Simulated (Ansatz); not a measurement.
A calculation with Ansatz (development build ahead of 0.2.0).

```yaml
crystal:
  periodic: [false, false, false]
  atoms:
    - { symbol: C, position_ang: [0.0, 0.0, -0.72338] }
    - { symbol: C, position_ang: [0.0, 0.0, 0.72338] }
    - { symbol: H, position_ang: [0.0, -0.93255, -1.30259] }
    - { symbol: H, position_ang: [0.0, 0.93255, -1.30259] }
    - { symbol: H, position_ang: [-0.93255, 0.0, 1.30259] }
    - { symbol: H, position_ang: [0.93255, 0.0, 1.30259] }
basis:
  gaussian: { orbitals: cc-pVTZ }
magnetization:
  spin_polarized: true
  initial_magnetization: 2
hamiltonian:
  xc: hf
```

The input is written out in the form of the current development build from the run's settings.

The run gave:

| Item | Value |
| --- | --- |
| Converged | yes |
| Total energy | -77.99344 hartree |
| Spin squared of the determinant | 2.014 |

Caution: another spin multiplicity may lie lower.
